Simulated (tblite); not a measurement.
# CBrFO2: the cost of one run

Computed with tblite 0.8.0 and PySCF 2.14.0; each step states its level. No surroundings beyond the atoms listed, unless a continuum is named. Atoms count from 0, parts from 1.

## Step 1: The system as given

5 atoms, charge 0, multiplicity 1; geometry: rigid parts in contact. Parts: 1 = atoms 0–2, `O=C=O`, charge 0; 2 = atoms 3–4, `FBr`, charge 0.

## Step 2: Docking the parts with GFN2-xTB

Job settings and geometry (Å):

```
{"job": {"kind": "dock", "xc": "GFN2-xTB", "basis": "xTB"}, "charge": 0, "multiplicity": 1, "parts": [{"atoms": "0-2", "charge": 0, "multiplicity": 1}, {"atoms": "3-4", "charge": 0, "multiplicity": 1}]}
O     -1.143502    -0.017140     0.005936
C      0.000017    -0.000000    -0.000004
O      1.143484     0.017140    -0.005932
Br     2.940311    -2.266254     0.709984
F      3.246209    -3.869883    -0.047107
```

Method: GFN2-xTB search for minima from random contacts, gas phase.

The run is started by

```console
$ OMP_NUM_THREADS=1 python cluster_run.py task.json out
```

The driver reads the jobs from task.json and runs them one after another.

Q: Estimate the wall time of this first job on 1 thread of Arm Neoverse V2, shared host.

About 7 s.
